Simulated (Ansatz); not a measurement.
Which is lower?

Two relaxed structures of CH4NaS (charge +1), singlet (PBE0-D4/def2-TZVP; forces vanish, vibrations not checked).

A:

```csv
atom,x (Å),y (Å),z (Å)
C1,-0.6898,0.1207,-0.0051
S2,0.8672,-0.1261,0.3673
Na3,2.0123,-2.6989,3.0709
H4,-1.2911,-0.6098,-0.5265
H5,1.2606,-1.2998,1.3766
H6,-1.1682,0.9166,0.5491
H7,1.2691,-0.9672,-0.6028
```

B:

```
7
angstrom
C -0.0813 0.0219 0.4252
S 1.5968 0.3577 0.2526
Na -0.8802 -2.1520 1.1163
H 1.8091 1.4776 -0.5018
H -0.6510 0.3138 -0.4566
H -0.3933 0.6017 1.2976
H 2.0020 -0.4475 -0.7503
```

Ansatz 0.2.0; basis: def2-TZVPP; cores frozen in the correlated methods. The outer core shell of Li, Na, Mg and K is correlated. The def2 sets are not built for correlating such inner shells, so the correlated values are less sure here. B3LYP uses VWN-RPA correlation.

Q: Which structure is lower at CCSD(T), and by how much? (To be estimated.)

A: By the calculation: B, by 27.40 kcal/mol (electronic energy, against the other). By their contacts, A is CH₄NaS ([CH2][SH][H][Na]), total charge +1 and B is CH₄NaS ([Na][CH2][SH2]), total charge +1.

All methods give the same order:

| method | E(B) − E(A) (kcal/mol) |
| --- | --- |
| PBE-D4 | -21.74 |
| r2SCAN-D4 | -24.06 |
| PBE0-D4 | -26.19 |
| B3LYP-D4 | -23.94 |
| wB97M-V | -29.97 |
| HF | -35.24 |
| MP2 | -28.46 |
| CCSD | -29.39 |
| CCSD(T) | -27.40 |

No T1 diagnostic of these runs exceeds 0.013. The restricted Hartree–Fock reference is unstable towards an unrestricted one at one or more of these structures.

Labels in which every atom is bracketed show which atoms are joined, not bond orders.

For scale, one of the runs: CCSD(T)/def2-TZVPP, 161 basis functions, launched by `ansatz run in.yaml --threads 2 --pin off --events-out ev --progress --plain --max-ram 4352MiB`. Hardware: 2 CPU threads of an Arm Neoverse V1, shared host. Wall time 29 s; peak host memory 1.2 GiB.
